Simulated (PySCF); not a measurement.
First SCF of a structure search on singlet NH₃, at a hand-made T-shaped geometry. PySCF input:

```python
from pyscf import gto, scf, dft
mol = gto.M(atom='''
N      0.000000     0.000000     0.000000
H      0.000000     0.000000     1.030000
H      1.029400     0.000000     0.035900
H     -1.029400     0.000000     0.035900''',
    basis={'N': 'def2-TZVP', 'H': 'def2-TZVP'},
    charge=0, spin=0)
mf = dft.RKS(mol, xc='PBE0')
mf.grids.atom_grid = (50, 194)
aux = {'N': 'def2-universal-JKFIT', 'H': 'def2-universal-JKFIT'}
mf = mf.density_fit(auxbasis=aux)
mf.conv_tol = 1e-08
mf.diis_space = 10
mf.max_cycle = 60
mf.init_guess = 'minao'
mf.verbose = 4
mf.kernel()
```

Excerpt of the output (cycles and frontier levels):

```
init E= -56.375286402007
  HOMO = -0.292400590379227  LUMO = -0.0130073931529928  gap/eV = 7.60268
cycle= 1 E= -56.3989969629465  delta_E= -0.0237  |g|= 0.418  |ddm|= 1.11
  HOMO = -0.150221076320758  LUMO = 0.039631902074639  gap/eV = 5.16616
cycle= 2 E= -56.3617351235308  delta_E= 0.0373  |g|= 0.596  |ddm|= 0.587
  HOMO = -0.247538114153599  LUMO = 0.0191169407288889  gap/eV = 7.25605
cycle= 3 E= -56.4376236792978  delta_E= -0.0759  |g|= 0.00859  |ddm|= 0.34
  HOMO = -0.246294694810985  LUMO = 0.0212291681567258  gap/eV = 7.27970
cycle= 4 E= -56.4376374559663  delta_E= -1.38e-05  |g|= 0.00189  |ddm|= 0.00585
  HOMO = -0.246669266983183  LUMO = 0.0210742931444798  gap/eV = 7.28567
cycle= 5 E= -56.4376381653365  delta_E= -7.09e-07  |g|= 0.000453  |ddm|= 0.00115
  HOMO = -0.246688441029249  LUMO = 0.0210794872120168  gap/eV = 7.28634
cycle= 6 E= -56.4376382100491  delta_E= -4.47e-08  |g|= 3.15e-05  |ddm|= 0.00025
  HOMO = -0.246693632179078  LUMO = 0.0210805205141007  gap/eV = 7.28651
cycle= 7 E= -56.4376382103363  delta_E= -2.87e-10  |g|= 5.01e-06  |ddm|= 2.86e-05
  HOMO = -0.246693692264998  LUMO = 0.0210807567949232  gap/eV = 7.28651
Extra cycle  E= -56.4376382103396  delta_E= -3.27e-12  |g|= 3.57e-06  |ddm|= 5.27e-06
converged SCF energy = -56.4376382103396
```

No lower solution of this spin was found by a stability analysis within the restricted form, which does not test spin polarisation.

The search for the lowest solution, with the stability check, took 0.8 s on 2 threads of a shared Arm Neoverse V2 host, with 49 basis functions; the process peaked at 0.25 GiB. Launch command: `OMP_NUM_THREADS=2 python axn.py task.json out`.
